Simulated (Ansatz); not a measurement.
# CHAlO (singlet): from Hartree-Fock to the top rungs, cc-pVTZ

The task here is to estimate one member of a computed series from the others.

Computed with Ansatz 0.2.0, Gaussian basis. Level: cc-pVTZ, core rule «outside noble gas», up to 7 orbitals frozen.

The runs, in order: UHF; CCSD(T) on RHF; CCSD(T) on UHF; BCCD(T) on RHF; CCSDT(Q) on RHF; CCSDT(Q) on UHF.

7 further runs of the same task are left out: 1 for a known fault of the program, 6 set aside as unsound or not needed.

## The geometry

The geometry is a PBE0/def2-TZVP stationary point (not a proven minimum) of the parent state, kept for this charge and spin.

4 atoms, charge 0, spin multiplicity 1.

Atoms are counted from 1 here; the program's logs count them from 0.

Bond lengths: C1–Al2 1.857 Å, C1–H4 1.080 Å, Al2–O3 1.597 Å. Angles: Al2–C1–H4 180.0°, C1–Al2–O3 180.0°.

As a file:

```xyz
4
charge 0, multiplicity 1
C     0.0000    0.0000    1.0577
Al    0.0000    0.0000   -0.7992
O     0.0000    0.0000   -2.3960
H     0.0000    0.0000    2.1375
```

The first run:

File in.yaml:

```yaml
crystal:
  periodic: [false, false, false]
  atoms:
    - {symbol: C, position_ang: [0.000000, 0.000000, 1.057693]}
    - {symbol: Al, position_ang: [0.000000, 0.000000, -0.799174]}
    - {symbol: O, position_ang: [0.000000, 0.000000, -2.396024]}
    - {symbol: H, position_ang: [0.000000, 0.000000, 2.137505]}
basis:
  gaussian: {orbitals: cc-pVTZ}
magnetization: {spin_polarized: true, initial_magnetization: 0}
hamiltonian: {xc: hf}
output: {orbitals: {seedname: orbitals}}
```

Launch:

```sh
$ ansatz run in.yaml --threads 1 --pin off --events-out ev --progress --plain --max-ram 4096MiB --backend cpu
```

Steps of the session up to this table: UHF; CCSD(T) on RHF; CCSD(T) on UHF; BCCD(T) on RHF; CCSDT(Q) on RHF; CCSDT(Q) on UHF.

One table of the session follows, with a row left open; its other results are not shown here.

It belongs to the step «Misses and costs». 

```
   method  from RCCSDT(Q) (kcal/mol)
      RHF                    +310.78
      UHF                    +276.73
     RMP2                     +32.73
     UMP2                      +9.76
    RCCSD                     +23.84
    UCCSD                      +0.70
 RCCSD(T)                      +8.30
 UCCSD(T)                     -14.62
  BCCD(T)                      +8.25
   RCCSDT                      +3.90
   UCCSDT                     -21.42
RCCSDT(Q)                          0
UCCSDT(Q)                          ?
```

Q: Estimate the row for UCCSDT(Q) from the others.

As computed: from RCCSDT(Q) (kcal/mol): -24.89. In the column «from RCCSDT(Q) (kcal/mol)» it is the lowest.

The program flags UCCSD(T), RCCSDT(Q), UCCSDT(Q) as in doubt (see the logs), so the zero of the table is itself unsure.

To keep in mind: The determinant is far from a pure spin state, so its energy mixes those of several spin states (harmless only where they are near-degenerate, as at dissociation). The report flags that the cluster equations may have other roots. The program flags UCCSD(T), RCCSDT(Q), UCCSDT(Q) as in doubt, so the zero of the table is itself unsure. Warnings: restricted reference is unstable; spin contamination; large T1 diagnostic. Restricted and unrestricted rows rest on different reference determinants; where their highest levels disagree by more than a few hundredths of an eV, they describe different states and don't form one ladder.
